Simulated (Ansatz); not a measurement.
Two isomers of C4H10N2: A = `C/N=C(\C)NC`, B = `C1CNCCN1`.

Isolated molecules relaxed with PBE0-D4/def2-TZVP in Ansatz; ΔE leaves out vibrations. CCSD(T)/CBS is the MP2 limit (def2-TZVPP, def2-QZVPP) plus CCSD(T) − MP2 in def2-TZVPP, frozen cores. DFT in def2-TZVPP. B3LYP here is the variant with VWN-RPA as its local correlation; programs differ in this.

A:

```xyz
16

C    -0.348    0.673   -2.028
N    -0.304    0.777   -0.594
C     0.050   -0.248    0.076
C     0.468   -1.568   -0.506
N     0.028   -0.196    1.443
C    -0.217    1.052    2.117
H    -0.619    1.642   -2.451
H     0.616    0.383   -2.470
H    -1.094   -0.054   -2.379
H     0.716   -2.301    0.263
H     1.335   -1.438   -1.158
H    -0.336   -1.979   -1.121
H     0.577   -0.883    1.927
H     0.540    1.809    1.881
H    -0.232    0.876    3.193
H    -1.182    1.454    1.807
```

B:

Z-matrix (Å, degrees):
```
C
N 1 1.450
C 1 1.521 2 109.0
H 1 1.107 2 112.3 3 -120.4
H 1 1.094 2 109.1 3 120.4
C 2 1.450 1 111.5 3 59.6
H 2 1.011 1 110.7 3 -176.7
N 3 1.454 1 113.2 2 -55.2
H 3 1.096 1 108.7 2 64.7
H 3 1.093 1 110.4 2 -177.6
C 6 1.521 2 109.0 1 -59.6
H 6 1.107 2 112.3 1 60.8
H 6 1.094 2 109.1 1 179.9
H 8 1.014 3 109.3 1 -69.6
H 11 1.096 6 108.7 2 -64.7
H 11 1.093 6 110.4 2 177.6
```

Question: Which isomer does CCSD(T)/CBS put lower? Give the gap. (Best estimate.)

Answer: Computed: A, by 1.0 kJ/mol. So small a gap doesn't settle the order.

Question: Give E(B) − E(A) in kJ/mol with MP2/def2-TZVPP, B2PLYP, PBE0-D4, HF/def2-TZVPP, r2SCAN-D4, CCSD/def2-TZVPP, B3LYP-D4. (Best estimate.)

Answer: Computed: MP2/def2-TZVPP 1.6, B2PLYP 19.1, PBE0-D4 1.1, HF/def2-TZVPP 12.7, r2SCAN-D4 16.9, CCSD/def2-TZVPP -1.7, B3LYP-D4 22.4. The order is the other way round with CCSD/def2-TZVPP.

Largest T1 diagnostic: 0.012.

In def2-TZVPP, CCSD(T) changes the Hartree–Fock value by −10.5 kJ/mol (the triples alone add +3.8 kJ/mol) and MP2 by −11.1 kJ/mol. From PBE to PBE0 (25 % exact exchange), in def2-TZVPP and without D4, E(B) − E(A) moves by −16.3 kJ/mol.
